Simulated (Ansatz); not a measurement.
Ansatz (a quantum-chemistry and plane-wave program) input (B3LYP-D3(BJ)/def2-TZVP):

Ansatz 0.2 input:
```yaml
crystal:
  periodic: [false, false, false]
  atoms:
    - {symbol: S, position_ang: [0.00640256, 0.00047292, 0.29069695]}
    - {symbol: O, position_ang: [-0.02787847, 1.30229518, -0.29234333]}
    - {symbol: O, position_ang: [0.01507336, -1.30324101, -0.28905056]}
basis:
  gaussian:
    orbitals: def2-TZVP
hamiltonian:
  xc: b3lyp
  dispersion: d3bj
total_charge: 1
magnetization: {spin_polarized: true, initial_magnetization: 1}
phonons: {temperatures: {t_min: 298.15, t_max: 298.15, t_step: 100}}
```

Output:

```
Functional definition: B3LYP
integrals: 0.02 GiB planned
573 factors; their error is unknown
mean field: 0.32 GiB planned
mean field evaluation 1: about -14901.0236 eV, gradient 7.5e1 eV
mean field evaluation 2: about -14833.5830 eV, gradient 1.5e2 eV
mean field evaluation 4: about -14919.1172 eV, gradient 5.5e0 eV
mean field evaluation 8: about -14919.2574 eV, gradient 1.3e-1 eV
mean field evaluation 16: about -14919.2574 eV, gradient 2.3e-5 eV
mean field -14919.25744473 eV, -548.2725984578 hartree, gradient 2.3e-5 eV, S^2 0.756625; 1 other end points of the search recorded, 0 dependent functions left out
the calculation of the forces begins
reference -14919.25759511 eV, -548.2726039843 hartree; 16, 15 occupied and 83, 84 virtual orbitals, 573 factors
these checks for a lower state are left out or cut short: stability, starts, cluster_reference, orbital_swaps, neighbouring_geometries, increment
integrals: 0.02 GiB planned
573 factors; their error is unknown
mean field: 0.32 GiB planned
mean field -14919.25732782 eV, -548.2725941614 hartree, gradient 2.3e-6 eV, S^2 0.756658; 0 other end points of the search recorded, 0 dependent functions left out
the calculation of the forces begins
reference -14919.25747822 eV, -548.2725996885 hartree; 16, 15 occupied and 83, 84 virtual orbitals, 573 factors
these checks for a lower state are left out or cut short: stability, starts, cluster_reference, orbital_swaps, neighbouring_geometries, increment
integrals: 0.02 GiB planned
573 factors; their error is unknown
mean field: 0.32 GiB planned
mean field evaluation 32: about -14919.2266 eV, gradient 4.0e-4 eV
mean field -14919.25732518 eV, -548.2725940647 hartree, gradient 2.2e-6 eV, S^2 0.756594; 0 other end points of the search recorded, 0 dependent functions left out
the calculation of the forces begins
reference -14919.25747555 eV, -548.2725995907 hartree; 16, 15 occupied and 83, 84 virtual orbitals, 573 factors
these checks for a lower state are left out or cut short: stability, starts, cluster_reference, orbital_swaps, neighbouring_geometries, increment
integrals: 0.02 GiB planned
573 factors; their error is unknown
mean field: 0.32 GiB planned
mean field -14919.25740969 eV, -548.2725971704 hartree, gradient 2.2e-6 eV, S^2 0.756598; 0 other end points of the search recorded, 0 dependent functions left out
the calculation of the forces begins
reference -14919.25756007 eV, -548.2726026964 hartree; 16, 15 occupied and 83, 84 virtual orbitals, 573 factors
these checks for a lower state are left out or cut short: stability, starts, cluster_reference, orbital_swaps, neighbouring_geometries, increment
integrals: 0.02 GiB planned
573 factors; their error is unknown
mean field: 0.32 GiB planned
mean field -14919.25741095 eV, -548.2725972167 hartree, gradient 2.2e-6 eV, S^2 0.756653; 0 other end points of the search recorded, 0 dependent functions left out
the calculation of the forces begins
reference -14919.25756135 eV, -548.2726027437 hartree; 16, 15 occupied and 83, 84 virtual orbitals, 573 factors
these checks for a lower state are left out or cut short: stability, starts, cluster_reference, orbital_swaps, neighbouring_geometries, increment
integrals: 0.02 GiB planned
573 factors; their error is unknown
mean field: 0.32 GiB planned
mean field -14919.25735644 eV, -548.2725952133 hartree, gradient 8.6e-7 eV, S^2 0.756605; 0 other end points of the search recorded, 0 dependent functions left out
the calculation of the forces begins
reference -14919.25750677 eV, -548.2726007379 hartree; 16, 15 occupied and 83, 84 virtual orbitals, 573 factors
these checks for a lower state are left out or cut short: stability, starts, cluster_reference, orbital_swaps, neighbouring_geometries, increment
integrals: 0.02 GiB planned
573 factors; their error is unknown
mean field: 0.32 GiB planned
mean field evaluation 64: about -14919.2574 eV, gradient 6.7e-4 eV
mean field -14919.25737681 eV, -548.2725959620 hartree, gradient 2.6e-6 eV, S^2 0.756646; 0 other end points of the search recorded, 0 dependent functions left out
the calculation of the forces begins
reference -14919.25752725 eV, -548.2726014905 hartree; 16, 15 occupied and 83, 84 virtual orbitals, 573 factors
Total energy: -14919.32611963 eV, -548.2751222139 hartree
Atom 0 at     0.006403     0.000473     0.290697 Å, force     0.000005     0.000000     0.000241 eV/Å
Atom 1 at    -0.027878     1.302295    -0.292343 Å, force    -0.000017     0.000894    -0.000122 eV/Å
Atom 2 at     0.015073    -1.303241    -0.289051 Å, force     0.000012    -0.000894    -0.000120 eV/Å
Dipole moment:     0.005932     0.000438     0.269326 e Å
Vibrations: 416.19 1112.56 1274.96 cm⁻¹, zero-point energy 0.173808 eV
```
